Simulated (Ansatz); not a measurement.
Geometry optimisation, RKS r2SCAN-D4/def2-TZVP (Ansatz).

Input file:

```yaml
crystal:
  periodic: [false, false, false]
  atoms:
    - { symbol: Si, position_ang: [0.0, 0.0, 0.0] }
    - { symbol: H, position_ang: [0.9994, 0.0, 1.3254] }
    - { symbol: H, position_ang: [1.5827, 0.0, 0.5009] }
    - { symbol: H, position_ang: [-0.6877, 1.1914, -0.4862] }
    - { symbol: Cl, position_ang: [-1.0032, -1.7381, -0.7093] }
basis:
  gaussian: { orbitals: def2-TZVP }
hamiltonian:
  xc: r2scan
  dispersion: d4
relax:
  f_tol: 0.15
  max_steps: 25
  restrain:
    - { distance: [1, 2], at: 1.86, k: 30.0 }
    - { distance: [0, 1], at: 1.46, k: 30.0 }
    - { distance: [0, 2], at: 1.46, k: 30.0 }
```

Launched with:

```bash
$ ansatz run input.yaml --threads 2 --pin off --max-ram 3072MiB --backend cpu --events-out ev --progress --plain --runs-dir out
```

**Question.** Where does it end, and by what steps?

**Answer.** The run converged. The restraints hold the end off the free minimum; the threshold counts their pulls, which the force column leaves out. Restrained pairs: H2–H3 (1.01 → 1.92 Å), Si1–H2 (1.66 → 1.45 Å), Si1–H3 (1.66 → 1.45 Å). After 4 steps the energy has fallen by 3.386 eV (the restraints' own energy left out); H3 moved furthest, 0.55 Å.

```tsv
step	energy less start (eV)	largest force component (eV/Å)	accepted
0	0.0000	3.131	yes
1	-1.3607	2.965	yes
2	-2.5880	2.124	yes
3	-3.3130	1.489	yes
4	-3.3856	1.451	yes
```

```xyz
5
Properties=species:S:1:pos:R:3
Si 0.153 -0.004 0.108
H 0.483 -0.039 1.520
H 1.593 -0.039 -0.051
H -0.537 1.208 -0.380
Cl -0.801 -1.673 -0.566
```

Time of the run: 12 s on 2 threads of Intel(R) Xeon(R) Platinum 8259CL CPU @ 2.50GHz (Skylake/Cascade Lake), with other jobs on the host, peak memory 0.16 GiB.
